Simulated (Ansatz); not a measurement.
# SiF2 (triplet): the correlation ladder at a displaced geometry (v1), cc-pVDZ

One table from this session's results is given with a row withheld; the runs are named, their logs left out.

Computed with Ansatz 0.2.0, Gaussian basis. Level: cc-pVDZ, core rule «outside noble gas», up to 7 orbitals frozen.

Plan: UHF; CCSD(T) on ROHF; CCSD(T) on UHF; BCCD(T) on ROHF; CISD as a restricted active space (open shells left free, so some higher excitations enter); CCSDT(Q) on ROHF; CCSDT(Q) on UHF.

37 further runs of the same task are left out: 9 for a known fault of the program, 11 that didn't finish, 17 set aside as unsound or not needed. Runs told in other sessions of the task aren't counted.

## The system

The geometry is a PBE0/def2-TZVP stationary point (not a proven minimum) with its atoms shifted at random (size 0.040 Å).

3 atoms, charge 0, spin multiplicity 3.

Atoms are counted from 1 here; the program's logs count them from 0.

Bond lengths: F1–Si2 1.598 Å, Si2–F3 1.603 Å. Angles: F1–Si2–F3 117.0°.

The first run:

in.yaml

```yaml
crystal:
  periodic: [false, false, false]
  atoms:
    - {symbol: F, position_ang: [-0.013196, -0.376830, 1.357705]}
    - {symbol: Si, position_ang: [-0.014029, 0.480612, 0.009045]}
    - {symbol: F, position_ang: [0.033935, -0.333662, -1.371076]}
basis:
  gaussian: {orbitals: cc-pVDZ}
magnetization: {spin_polarized: true, initial_magnetization: 2}
hamiltonian: {xc: hf}
output: {orbitals: {seedname: orbitals}}
```

Command:

```console
$ ansatz run in.yaml --threads 1 --pin off --events-out ev --progress --plain --max-ram 2393MiB
```

Steps of the session up to this table: UHF; CCSD(T) on ROHF; CCSD(T) on UHF; BCCD(T) on ROHF; CISD as a restricted active space (open shells left free, so some higher excitations enter); CCSDT(Q) on ROHF; CCSDT(Q) on UHF.

One table of the session follows, with a row left open; its other results are not shown here.

```
   method  from UCCSDT(Q) (meV)
     ROHF                     ?
      UHF              +12113.5
     RMP2                +445.7
     UMP2                +439.3
     CISD               +1173.5
    RCCSD                +250.3
    UCCSD                +249.4
 RCCSD(T)                 +44.6
 UCCSD(T)                 +44.1
  BCCD(T)                 +38.8
   RCCSDT                 +27.9
   UCCSDT                 +27.6
RCCSDT(Q)                  +4.2
UCCSDT(Q)                     0
```

Estimate the missing values for ROHF.

**Answer.** from UCCSDT(Q) (meV): +12150.8. In the column «from UCCSDT(Q) (meV)» it is the highest.

To keep in mind: Restricted and unrestricted rows rest on different reference determinants; a gap between their highest levels can come from leftover correlation error, from unlike frozen cores or from another state.
